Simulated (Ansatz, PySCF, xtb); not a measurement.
Barrier height from FH + F to the transition structure F2H, without zero-point energy, on the benchmark's geometries as Psi4's copy of the set gives them.
Transition structure (charge 0, multiplicity 2):
```xyz
3

H      0.0000     0.0000    -2.2313
F      0.0000     0.0000    -0.6162
F      0.0000     0.0000     0.8641
```
Reactant (charge 0, multiplicity 1):
```
atom   x (Å)   y (Å)   z (Å)
----  ------  ------  ------
F     0.0000  0.0000  0.0000
H     0.9154  0.0000  0.0000
```

Open shells are unrestricted; no spin–orbit coupling.

Cores are frozen in the correlated methods. CBS: X⁻³ extrapolation of the correlation energy, Hartree–Fock from the larger set.

The values were computed with Ansatz (a program for electronic structure); PySCF for M06-2X; xtb for the GFN methods.  The GFN methods have no spin term and hold the electronic entropy of 300 K.

```tsv
level	barrier height (eV)
GFN1-xTB	2.646
revPBE/def2-TZVPPD	3.677
M06-2X/def2-TZVPPD	4.697
MP2/aug-cc-pVTZ	5.668
SCS-MP2/cc-pVDZ	5.517
SCS-MP2/aug-cc-pVQZ	[?]
CCSD/aug-cc-pVTZ	4.788
CCSD(T)/aug-cc-pVDZ	4.598
MP2/CBS(aug-cc-pVTZ, aug-cc-pVQZ) + ΔCCSD(T)/aug-cc-pVTZ	4.607
```

### Question
Some entries are withheld; supply them.

### Answer

- SCS-MP2/aug-cc-pVQZ, barrier height (eV): 5.795

Doubts at one or more of the structures used: a spin-contaminated determinant (MP2/aug-cc-pVTZ, SCS-MP2/cc-pVDZ, SCS-MP2/aug-cc-pVQZ, CCSD/aug-cc-pVTZ, CCSD(T)/aug-cc-pVDZ, MP2/CBS(aug-cc-pVTZ, aug-cc-pVQZ) + ΔCCSD(T)/aug-cc-pVTZ); T1 above 0.05 (CCSD/aug-cc-pVTZ, CCSD(T)/aug-cc-pVDZ, MP2/CBS(aug-cc-pVTZ, aug-cc-pVQZ) + ΔCCSD(T)/aug-cc-pVTZ).
